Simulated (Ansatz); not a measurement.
Relaxation of CH6AlSi (9 atoms, charge 1, multiplicity 1), to a largest force component of 0.02 eV/Å in at most 40 steps.

Method: RKS B3LYP/6-31G* in Ansatz 0.2.0.

```xyz
9
Properties=species:S:1:pos:R:3
C -0.685 1.087 -0.583
Si 0.787 -0.095 -0.797
Al 0.593 -1.533 1.262
H -0.365 2.127 -0.516
H -1.246 0.856 0.329
H -1.383 1.031 -1.420
H 1.454 0.284 -2.061
H 1.520 -2.665 1.757
H -0.674 -1.092 2.029
```

Q: Where does it end, and by what steps?

A: The run converged. The force dipped under the threshold on the way, but the program's further checks kept it going. Limits of this set-up: the dipole of an ion depends on the origin. After 24 steps the energy has fallen by 0.484 eV; H9 moved furthest, 1.69 Å.

```
step  energy less start (eV)  largest force component (eV/Å)  accepted
   0                  0.0000                           1.239       yes
   1                 -0.2434                           0.258       yes
   2                 -0.2949                           0.145       yes
   3                 -0.3463                           0.132       yes
   4                 -0.3779                           0.157       yes
   5                 -0.3871                           0.194       yes
   6                 -0.3795                           0.322        no
   7                 -0.3922                           0.051       yes
   8                 -0.3952                           0.020       yes
   9                 -0.3963                           0.012       yes
  10                 -0.4033                           0.146       yes
  11                 -0.4078                           0.382       yes
  12                 -0.4201                           0.252       yes
  13                 -0.4358                           0.153       yes
  14                 -0.4470                           0.241       yes
  15                 -0.4588                           0.338       yes
  16                 -0.4585                           0.537        no
  17                 -0.4735                           0.099       yes
  18                 -0.4776                           0.064       yes
  19                 -0.4813                           0.112       yes
  20                 -0.4830                           0.056       yes
  21                 -0.4823                           0.107        no
  22                 -0.4839                           0.032       yes
  23                 -0.4838                           0.050        no
  24                 -0.4841                           0.005       yes
```

```xyz
9
Properties=species:S:1:pos:R:3
C -0.611 1.429 -0.648
Si 0.235 -0.218 -0.559
Al 0.607 -1.747 1.445
H 0.095 2.174 -1.047
H -1.011 1.783 0.304
H -1.426 1.372 -1.387
H 0.727 -0.601 -1.911
H 1.981 -1.459 2.148
H -0.597 -2.733 1.655
```

The run took 2.6 min on 1 CPU thread of a shared host.
